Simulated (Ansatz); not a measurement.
## AlPPb5: from a trial structure to a relaxed crystal

The calculation used DFT PBE, scalar-relativistic, plane waves, PAW in Ansatz. Cutoff 420 eV, Γ-centred k mesh, Gaussian smearing, no spin polarisation in the final step.

AlPPb5 was placed on the sites of a reported ZnPd5Se cell (P4/mmm, No. 123), with Al in place of Zn, P in place of Se, Pb in place of Pd, at a guessed volume.

```
CELL_PARAMETERS angstrom
4.70237 0.00000 0.00000
0.00000 4.70237 0.00000
0.00000 0.00000 8.25902
ATOMIC_POSITIONS crystal
Al 0.50000 0.50000 0.00000
P 0.00000 0.00000 0.50000
Pb 0.50000 0.00000 0.72620
Pb 0.00000 0.50000 0.72620
Pb 0.50000 0.00000 0.27380
Pb 0.00000 0.50000 0.27380
Pb 0.00000 0.00000 0.00000
```

Steps on the 4×4×2 mesh (7 atoms). 4 of 4 steps are shown, and the free energy counts from the last. Trial steps that were taken back and renewals of the plane-wave basis can be among the rows.

```
step  ΔF (meV/atom) V (Å³/atom) P (GPa) largest force component (eV/Å)
   1           57.8        26.09     6.54                           0.251
   2            5.5        30.00    -1.24                           0.143
   3            0.6        29.33    -0.28                           0.026
   4            0.0        29.33    -0.27                           0.026
```

Steps on the 8×8×6 mesh (7 atoms). 4 of 5 steps are shown, and the free energy counts from the last.

```
step  ΔF (meV/atom) V (Å³/atom) P (GPa) largest force component (eV/Å)
   1            6.2        29.33    -0.22                           0.184
   2            1.2        29.10     0.13                           0.019
   3            0.2        29.15     0.09                           0.014
   5            0.0        29.24    -0.03                           0.000
```

A final relaxation ran on a 8×8×6 mesh. The relaxed crystal, P4/mmm (No. 123):

Space group P4/mmm (No. 123). a = 4.808 Å, b = 4.808 Å, c = 8.857 Å, α = 90.00°, β = 90.00°, γ = 90.00°
| atom | site | symmetry | x | y | z |
| --- | --- | --- | --- | --- | --- |
| Al | 1c | 4/mmm | 0.5000 | 0.5000 | 0.0000 |
| P | 1b | 4/mmm | 0.0000 | 0.0000 | 0.5000 |
| Pb | 4i | 2mm. | 0.5000 | 0.0000 | 0.7152 |
| Pb | 1a | 4/mmm | 0.0000 | 0.0000 | 0.0000 |

| Quantity | Value |
| --- | --- |
| Volume per atom | 29.24 Å³ |
| Density | 8.87 g/cm³ |
| Energy over the elements | 0.19 eV/atom |
| Gap on the 8×8×6 mesh | 0 eV (a metal) |

The zero of energy is the elements' standard structures at the same level; no fitted shifts are applied.

The final run used a 8×8×6 mesh on its 7-atom cell and 0.10 eV smearing. The k mesh leaves about 4 meV/atom of noise in metals. Spin–orbit coupling is left out.

Symmetry constrained the relaxation, so the result can be a saddle point.

Cost: 3 runs of about 3.6 core-minutes in all, on Arm Neoverse V2 (shared hosts).